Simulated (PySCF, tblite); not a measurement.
# BNH₄: deprotonation, part 2 of 2

tblite 0.8.0 and PySCF 2.14.0. Atoms count from 0. Earlier steps stand in the parts before.

## 16. Single point (BNH4): wavefunction

Geometry: PBE0-D3(BJ)/ma-def2-SVP.

The job: settings as JSON, then the geometry in Å.

```
{"job": {"kind": "sp", "xc": "MP2", "basis": "ma-def2-TZVP", "grid": 2}, "charge": 0, "multiplicity": 1}
B     -0.682869     0.027918    -0.017906
N      0.706798    -0.028032     0.002910
H     -1.312354    -1.005032    -0.023926
H     -1.227156     1.108177    -0.029428
H      1.294890     0.795735     0.008942
H      1.226980    -0.896215     0.013316
```

Level: wavefunction single point, frozen core, gas phase.

What it wrote:

```text
final grid: 43688 points
cycle   1  E = -81.5031567222  dE =  1.429e-02  |g| = 2.547e-01  |ddm| = 1.443e+00
cycle   2  E = -81.5254635850  dE = -2.231e-02  |g| = 6.511e-02  |ddm| = 2.326e-01
cycle   3  E = -81.5270422038  dE = -1.579e-03  |g| = 2.793e-02  |ddm| = 7.786e-02
cycle   4  E = -81.5272381734  dE = -1.960e-04  |g| = 5.615e-03  |ddm| = 2.139e-02
cycle   5  E = -81.5272483659  dE = -1.019e-05  |g| = 9.581e-04  |ddm| = 6.589e-03
cycle   6  E = -81.5272489398  dE = -5.739e-07  |g| = 2.556e-04  |ddm| = 2.322e-03
cycle   7  E = -81.5272489958  dE = -5.603e-08  |g| = 8.057e-05  |ddm| = 6.820e-04
cycle   8  E = -81.5272490001  dE = -4.309e-09  |g| = 1.929e-05  |ddm| = 1.673e-04
converged SCF energy = -81.5272490001
E(HF, exact integrals) = -81.5272627290
E(MP2) = -81.8440029125
```

It took 1.5 s on 1 thread of Arm Neoverse N1, shared host.

## 17. Single point (BNH3−): wavefunction

Geometry: PBE0-D3(BJ)/ma-def2-SVP.

The job: settings as JSON, then the geometry in Å.

```
{"job": {"kind": "sp", "xc": "MP2", "basis": "ma-def2-TZVP", "grid": 2}, "charge": -1, "multiplicity": 1}
B     -0.597297     0.031712    -0.026105
N      0.775575     0.015470    -0.007017
H     -1.331781    -0.990866    -0.017430
H     -1.232198     1.106007    -0.054338
H      1.116571    -0.950939     0.015467
```

Method: wavefunction single point, frozen core, gas phase.

What it wrote:

```text
final grid: 38320 points
cycle   1  E = -80.8227844017  dE = -1.026e-01  |g| = 4.740e-01  |ddm| = 1.403e+00
cycle   2  E = -80.8629155121  dE = -4.013e-02  |g| = 3.671e-01  |ddm| = 6.300e-01
cycle   3  E = -80.8920604972  dE = -2.914e-02  |g| = 3.861e-02  |ddm| = 2.473e-01
cycle   4  E = -80.8929972977  dE = -9.368e-04  |g| = 1.264e-02  |ddm| = 6.535e-02
cycle   5  E = -80.8931030135  dE = -1.057e-04  |g| = 5.047e-03  |ddm| = 1.968e-02
cycle   6  E = -80.8931324488  dE = -2.944e-05  |g| = 2.137e-03  |ddm| = 1.112e-02
cycle   7  E = -80.8931369200  dE = -4.471e-06  |g| = 4.377e-04  |ddm| = 5.568e-03
cycle   8  E = -80.8931370908  dE = -1.708e-07  |g| = 9.536e-05  |ddm| = 1.345e-03
cycle   9  E = -80.8931371020  dE = -1.120e-08  |g| = 2.488e-05  |ddm| = 4.479e-04
cycle  10  E = -80.8931371027  dE = -6.659e-10  |g| = 4.444e-06  |ddm| = 1.034e-04
converged SCF energy = -80.8931371027
E(HF, exact integrals) = -80.8931606978
E(MP2) = -81.2292710928
```

It took 1.2 s on 1 thread of Arm Neoverse N1, shared host.

## 18. Deprotonation: MP2/ma-def2-TZVP

This step combines the energies above: geometries from PBE0-D3(BJ)/ma-def2-SVP, zero-point and thermal terms from PBE0-D3(BJ)/ma-def2-SVP.

The job: settings as JSON, then the geometry in Å.

```
{"job": {"kind": "ac", "geom": {"xc": "PBE0", "basis": "ma-def2-SVP", "d3": "d3bj", "grid": 1}, "hess": 1, "level": {"xc": "MP2", "basis": "ma-def2-TZVP"}}, "charge": 0, "multiplicity": 1}
B     -0.682869     0.027918    -0.017906
N      0.706798    -0.028032     0.002910
H     -1.312354    -1.005032    -0.023926
H     -1.227156     1.108177    -0.029428
H      1.294890     0.795735     0.008942
H      1.226980    -0.896215     0.013316
```

Output (the driver's rows laid out field by field):

```text
deprotonation site by site, MP2/ma-def2-TZVP // PBE0-D3(BJ)/ma-def2-SVP

row 1
  formula                 BH3N
  charge                  -1
  multiplicity            1
  smiles                  B[NH-]
  kept                    yes
  pieces                  1
  point_group             Cs
  atom                    1
  element                 N
  electronic              1613.98
  enthalpy                1579.6
  free_energy             1546.64
  share_gas               1.0
```

Wall time 2.8 s (1 thread of Arm Neoverse N1, shared host).

Energy needed to remove a proton (kJ/mol, gas phase, 298 K for the thermal columns):

| site | product | electronic | enthalpy | free energy |
| --- | --- | --- | --- | --- |
| N1 | B[NH-] | 1614.0 | 1579.6 | 1546.6 |

## 19. Single point (BNH₄): HF/ma-def2-TZVP

Geometry: PBE0-D3(BJ)/ma-def2-SVP.

The job: settings as JSON, then the geometry in Å.

```
{"job": {"kind": "sp", "xc": "HF", "basis": "ma-def2-TZVP", "grid": 2}, "charge": 0, "multiplicity": 1}
B     -0.682869     0.027918    -0.017906
N      0.706798    -0.028032     0.002910
H     -1.312354    -1.005032    -0.023926
H     -1.227156     1.108177    -0.029428
H      1.294890     0.795735     0.008942
H      1.226980    -0.896215     0.013316
```

What it wrote:

```text
final grid: 43688 points
cycle   1  E = -81.5031567222  dE =  1.429e-02  |g| = 2.547e-01  |ddm| = 1.443e+00
cycle   2  E = -81.5254635850  dE = -2.231e-02  |g| = 6.511e-02  |ddm| = 2.326e-01
cycle   3  E = -81.5270422038  dE = -1.579e-03  |g| = 2.793e-02  |ddm| = 7.786e-02
cycle   4  E = -81.5272381734  dE = -1.960e-04  |g| = 5.615e-03  |ddm| = 2.139e-02
cycle   5  E = -81.5272483659  dE = -1.019e-05  |g| = 9.581e-04  |ddm| = 6.589e-03
cycle   6  E = -81.5272489398  dE = -5.739e-07  |g| = 2.556e-04  |ddm| = 2.322e-03
cycle   7  E = -81.5272489958  dE = -5.603e-08  |g| = 8.057e-05  |ddm| = 6.820e-04
cycle   8  E = -81.5272490001  dE = -4.309e-09  |g| = 1.929e-05  |ddm| = 1.673e-04
converged SCF energy = -81.5272490001
```

Run time: 0.36 s. Hardware: 1 thread of Arm Neoverse N1, shared host.

## 20. Single point (BNH₃−): HF/ma-def2-TZVP

Geometry: PBE0-D3(BJ)/ma-def2-SVP.

The job: settings as JSON, then the geometry in Å.

```
{"job": {"kind": "sp", "xc": "HF", "basis": "ma-def2-TZVP", "grid": 2}, "charge": -1, "multiplicity": 1}
B     -0.597297     0.031712    -0.026105
N      0.775575     0.015470    -0.007017
H     -1.331781    -0.990866    -0.017430
H     -1.232198     1.106007    -0.054338
H      1.116571    -0.950939     0.015467
```

What it wrote:

```text
final grid: 38320 points
cycle   1  E = -80.8227844017  dE = -1.026e-01  |g| = 4.740e-01  |ddm| = 1.403e+00
cycle   2  E = -80.8629155121  dE = -4.013e-02  |g| = 3.671e-01  |ddm| = 6.300e-01
cycle   3  E = -80.8920604972  dE = -2.914e-02  |g| = 3.861e-02  |ddm| = 2.473e-01
cycle   4  E = -80.8929972977  dE = -9.368e-04  |g| = 1.264e-02  |ddm| = 6.535e-02
cycle   5  E = -80.8931030135  dE = -1.057e-04  |g| = 5.047e-03  |ddm| = 1.968e-02
cycle   6  E = -80.8931324488  dE = -2.944e-05  |g| = 2.137e-03  |ddm| = 1.112e-02
cycle   7  E = -80.8931369200  dE = -4.471e-06  |g| = 4.377e-04  |ddm| = 5.568e-03
cycle   8  E = -80.8931370908  dE = -1.708e-07  |g| = 9.536e-05  |ddm| = 1.345e-03
cycle   9  E = -80.8931371020  dE = -1.120e-08  |g| = 2.488e-05  |ddm| = 4.479e-04
cycle  10  E = -80.8931371027  dE = -6.659e-10  |g| = 4.444e-06  |ddm| = 1.034e-04
converged SCF energy = -80.8931371027
```

Run time: 0.33 s. Hardware: 1 thread of Arm Neoverse N1, shared host.

## 21. Deprotonation: HF/ma-def2-TZVP

This step combines the energies above: geometries from PBE0-D3(BJ)/ma-def2-SVP, zero-point and thermal terms from PBE0-D3(BJ)/ma-def2-SVP.

The job: settings as JSON, then the geometry in Å.

```
{"job": {"kind": "ac", "geom": {"xc": "PBE0", "basis": "ma-def2-SVP", "d3": "d3bj", "grid": 1}, "hess": 1, "level": {"xc": "HF", "basis": "ma-def2-TZVP"}}, "charge": 0, "multiplicity": 1}
B     -0.682869     0.027918    -0.017906
N      0.706798    -0.028032     0.002910
H     -1.312354    -1.005032    -0.023926
H     -1.227156     1.108177    -0.029428
H      1.294890     0.795735     0.008942
H      1.226980    -0.896215     0.013316
```

Output (the driver's rows laid out field by field):

```text
deprotonation site by site, HF/ma-def2-TZVP // PBE0-D3(BJ)/ma-def2-SVP

row 1
  formula                 BH3N
  charge                  -1
  multiplicity            1
  smiles                  B[NH-]
  kept                    yes
  pieces                  1
  point_group             Cs
  atom                    1
  element                 N
  electronic              1664.86
  enthalpy                1630.48
  free_energy             1597.52
  share_gas               1.0
```

Run time: 0.79 s. Hardware: 1 thread of Arm Neoverse N1, shared host.

Energy needed to remove a proton (kJ/mol, gas phase, 298 K for the thermal columns):

| site | product | electronic | enthalpy | free energy |
| --- | --- | --- | --- | --- |
| N1 | B[NH-] | 1664.9 | 1630.5 | 1597.5 |

## 22. Results

The summary covers parts 1 to 2.

| quantity | value |
| --- | --- |
| strongest single infrared mode (GFN2-xTB) | 636 cm⁻¹, 236 km/mol |
| zero-point energy (GFN2-xTB) | 29.1 kcal/mol |
| point group | C2v |
| rotational constants (main isotopes) | 136.63, 27.43, 22.84 GHz |
| ΔH of deprotonation, N1 (M06-2X/ma-def2-TZVP) | 1592.5 kJ/mol |
| ΔH of deprotonation, N1 (CCSD(T)/ma-def2-TZVP) | 1587.9 kJ/mol |
| ΔH of deprotonation, N1 (MP2/ma-def2-TZVP) | 1579.6 kJ/mol |
| ΔH of deprotonation, N1 (HF/ma-def2-TZVP) | 1630.5 kJ/mol |

In words: All 12 modes are real, so the xTB geometry is a minimum. The strongest single mode, at 636 cm⁻¹, moves mainly H4 and H5. Unscaled tight-binding wavenumbers are off by several per cent, some by more. Its intensities can rank the bands wrongly. Relaxing lowered the energy by 0.043 eV in 2 steps; the close pair that moved most is B0–H3, from 1.171 to 1.210 Å (PBE0/ma-def2-SVP). The ΔH of deprotonation at N1 is 1592.5 kJ/mol at M06-2X/ma-def2-TZVP; zero-point and thermal terms move it by -34.4 kJ/mol from the electronic value.
